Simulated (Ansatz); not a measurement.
Solid iodine was calculated with PBE in Ansatz (PAW).

Run with plane-wave cutoff 520 eV, 8×8×4 k mesh (along the axes of the cell as run), Fermi–Dirac smearing 0.01 eV, scalar-relativistic PAW data made under PBE.

Cell (relaxed at this level):

Space group Cmce (No. 64); a = 9.0862 Å, b = 4.6193 Å, c = 9.8173 Å, α = β = γ = 90.00°

| atom | site | symmetry | x | y | z |
|---|---|---|---|---|---|
| I | 8f | m.. | 0.0000 | 0.3403 | 0.3780 |
(The calculation used a cell of 4 atoms; values per cell refer to that cell.)

Estimate the band gap and smallest direct gap on the k points sampled that the calculation returns.


- band gap = 1.02 eV
- smallest direct gap on the k points sampled = 1.08 eV

Note: for a layered or molecular solid the relaxed cell lies over 5 % above the published volume, where the minimum can be shallow; the cell comes from a level without a dispersion term, which matters for the spacing of layers, chains or molecules.

Spin–orbit coupling is not included; with these elements it can move the gap by several tenths of an eV or more.

Computed values are for the static lattice.

It cost around 20 core-minutes (rough) of CPU time.

Ansatz is a quantum-chemistry and plane-wave program.
